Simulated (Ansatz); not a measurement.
HCO, quartet: the ladder up to UCCSDTQ

Geometry: that of the HCO, doublet, kept fixed. The doublet lies 6.5 eV lower here.

```xyz
3

O     0.0000    0.0746    0.5425
C     0.0000   -0.1522   -0.6041
H     0.0000    0.6297   -1.4126
```

Basis cc-pVDZ; Ansatz 0.2.0. Correlated methods freeze the noble-gas cores, which leaves 11 electrons in 31 orbitals. R marks a restricted (for open shells ROHF) determinant, U an unrestricted one. Active spaces: valence = (11e, 9o) chosen from the atoms' valence shells.

Full CI isn't at hand for all of this; UCCSDTQ serves as the reference, and is uncertain by the last step of the cluster series or more. The frozen core follows each run's orbitals, which can shift R against U totals by a few meV.

For open shells CISD is restricted-active-space CI with the open shells as a complete middle space.

```
UHF ⟨S²⟩                          : 3.761
T1 diagnostic (RCCSD)             : 0.0262
largest doubles amplitude (RCCSD) : 0.027
T1 diagnostic (UCCSD)             : 0.0233
```

```tsv
level	E − E(RHF) (eV)
UHF	-0.2013
RMP2	-6.1358
UMP2	-6.1166
RCCSD	-6.8468
UCCSD	-6.8511
RCCSD(T)	-6.9749
UCCSD(T)	-6.9758
```

(1) Estimate how far UCCSDTQ in cc-pVDZ lies from RCCSD(T). The table doesn't fix it; the size of (T) and the diagnostics are the guide.

(1) UCCSDTQ in cc-pVDZ lies 0.63 kcal/mol below RCCSD(T), which is 21 % of the (T) step (-2.96 kcal/mol). The diagnostics are small and one determinant leads, so the series closes fast and only a small part of (T) is left.

The other levels:

| level | E − E(UCCSDTQ) (kcal/mol) | share of correlation (%) | wall time |
| --- | --- | --- | --- |
| CISD | 11.36 | 92.97 | 2.5 s |
| BCCD(T) | 0.62 | 99.62 | 1.7 s |
| RCCSDT | 0.23 | 99.86 | – |
| UCCSDT | 0.20 | 99.88 | – |
| RCCSDT(Q) | 0.04 | 99.97 | 14 s |
| UCCSDT(Q) | 0.00 | 100.00 | 12 s |
| RCCSDTQ | 0.03 | 99.98 | 56 s (H100) |
| CASSCF (valence space) | 130.51 | 19.18 | – |
| NEVPT2 (valence space) | 23.59 | 85.39 | 1.4 s |
| MRCISD (valence space) | 7.72 | 95.22 | – |
| MRCISD+Q (valence space) | 0.98 | 99.40 | 2.9 s |

The correlation energy at UCCSDTQ, counted from RHF, is -7.002 eV. That run took 1.8 min on 2 threads of AMD EPYC 7R13 with a shared H100 80 GB, shared host.

Times hold each run's SCF and search for its determinant on a shared host, so for small cases they say little of a method's own cost; rows without a card ran on 1 thread of AMD EPYC 7R13. Some runs computed forces too.

Natural occupations of CASSCF (valence space) about the gap: 1.993 1.987 1.975 1.007 1.004 0.998 0.024 0.015; effectively unpaired electrons, Σ n²(2−n)², 3.01.
